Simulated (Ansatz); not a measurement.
**CHAlO+ (doublet): the correlation ladder, def2-QZVPP**

The task here is to estimate one member of a computed series from the others.

Computed with Ansatz 0.2.0, Gaussian basis. Level: def2-QZVPP, core rule «outside noble gas», up to 7 orbitals frozen.

To be run: UHF; ROHF; CCSD(T) on UHF.

2 further runs of the same task are left out: 2 set aside as unsound or not needed.

### The geometry

The geometry is a PBE0/def2-TZVP stationary point (not a proven minimum) of the parent state, kept for this charge and spin.

4 atoms, charge 1, spin multiplicity 2.

Atoms are counted from 1 here; the program's logs count them from 0.

Bond lengths: C1–Al2 1.941 Å, Al2–O3 1.648 Å, O3–H4 0.948 Å. Angles: C1–Al2–O3 180.0°, Al2–O3–H4 180.0°.

Geometry (Å):

```xyz
4
charge 1, multiplicity 2
C     0.0000    0.0000   -2.5169
Al    0.0000    0.0000   -0.5756
O     0.0000    0.0000    1.0721
H     0.0000    0.0000    2.0203
```

Set-up of the first run:

File in.yaml:

```yaml
crystal:
  periodic: [false, false, false]
  atoms:
    - {symbol: C, position_ang: [0.000000, 0.000000, -2.516875]}
    - {symbol: Al, position_ang: [0.000000, 0.000000, -0.575575]}
    - {symbol: O, position_ang: [0.000000, 0.000000, 1.072125]}
    - {symbol: H, position_ang: [0.000000, 0.000000, 2.020325]}
basis:
  gaussian: {orbitals: "def2-QZVPP.json"}
total_charge: 1
magnetization: {spin_polarized: true, initial_magnetization: 1}
hamiltonian: {xc: hf}
output: {orbitals: {seedname: orbitals}}
```

Run with:

```console
ansatz run in.yaml --threads 1 --pin off --events-out ev --progress --plain --max-ram 2393MiB
```

Steps of the session up to this table: UHF; ROHF; CCSD(T) on UHF.

One of the session's tables, all rows but one given; the rest of the session is left out.

| method | from UCCSD(T) (meV) |
| --- | --- |
| ROHF | +12361.1 |
| UHF | +11703.4 |
| UMP2 | +1138.2 |
| UCCSD | ? |
| UCCSD(T) | 0 |

**Question.** Estimate the row for UCCSD.

As computed: from UCCSD(T) (meV): +481.5. In the column «from UCCSD(T) (meV)» it lies between UCCSD(T) (0) and UMP2 (+1138.2).

The program flags UCCSD(T) as in doubt (see the logs), so the zero of the table is itself unsure.

To keep in mind: The determinant is far from a pure spin state, so its energy mixes those of several spin states (harmless only where they are near-degenerate, as at dissociation). The program flags UCCSD(T) as in doubt, so the zero of the table is itself unsure.
